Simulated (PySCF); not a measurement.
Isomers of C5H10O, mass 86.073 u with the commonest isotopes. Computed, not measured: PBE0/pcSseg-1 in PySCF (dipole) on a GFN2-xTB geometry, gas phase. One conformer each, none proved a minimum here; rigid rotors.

Task: Order these by rotational constant A, largest first.
A. `[CH2:1]=[C:2]([CH3:3])[O:4][CH2:5][CH3:6]` with C1–C2–O4–C5 0°, C2–O4–C5–C6 180°
B. `[CH3:1]/[CH:2]=[C:3](\[CH3:4])[CH2:5][OH:6]` with C2–C3–C5–O6 120°, C3–C5–O6–H -57°
C. `[CH3:1][CH2:2][C:3](=[O:4])[CH2:5][CH3:6]` with C1–C2–C3–O4 12°, C2–C3–C5–C6 -167° (3-pentanone)

Result: C (8813 MHz), A (7781 MHz), B (6704 MHz).

Task: Order these by dipole moment, largest first.
A. `[CH3:1]/[CH:2]=[C:3](\[CH3:4])[CH2:5][OH:6]` with C2–C3–C5–O6 120°, C3–C5–O6–H -57°
B. `[CH3:1][CH2:2][C:3](=[O:4])[CH2:5][CH3:6]` with C1–C2–C3–O4 12°, C2–C3–C5–C6 -167°
C. `[CH2:1]=[C:2]([CH3:3])[O:4][CH2:5][CH3:6]` with C1–C2–O4–C5 0°, C2–O4–C5–C6 180° (2-ethoxypropene)

Result: B (2.71 D), A (1.78 D), C (0.65 D).

Task: Order these by out-of-plane moment Σ m c² = (Ia + Ib − Ic)/2, smallest first.
A. `[CH3:1][CH2:2][C:3](=[O:4])[CH2:5][CH3:6]` with C1–C2–C3–O4 12°, C2–C3–C5–C6 -167° (3-pentanone)
B. `[CH3:1]/[CH:2]=[C:3](\[CH3:4])[CH2:5][OH:6]` with C2–C3–C5–O6 120°, C3–C5–O6–H -57°
C. `[CH2:1]=[C:2]([CH3:3])[O:4][CH2:5][CH3:6]` with C1–C2–O4–C5 0°, C2–O4–C5–C6 180° (2-ethoxypropene)

Result: C (4.73 u·Å²), A (6.86 u·Å²), B (15.76 u·Å²).

| SMILES | point group | Ia (u·Å²) | Ib (u·Å²) | Ic (u·Å²) | κ | μa (D) | μb (D) | μc (D) |
| --- | --- | --- | --- | --- | --- | --- | --- | --- |
| CCC(=O)CC | C2 | 57.35 | 254.06 | 297.70 | -0.92 | 0.00 | 2.71 | 0.00 |
| C/C=C(\C)CO | C1 | 75.38 | 244.93 | 288.80 | -0.87 | 1.68 | 0.49 | 0.33 |
| C=C(C)OCC | Cs | 64.95 | 244.90 | 300.40 | -0.87 | 0.57 | 0.31 | 0.00 |
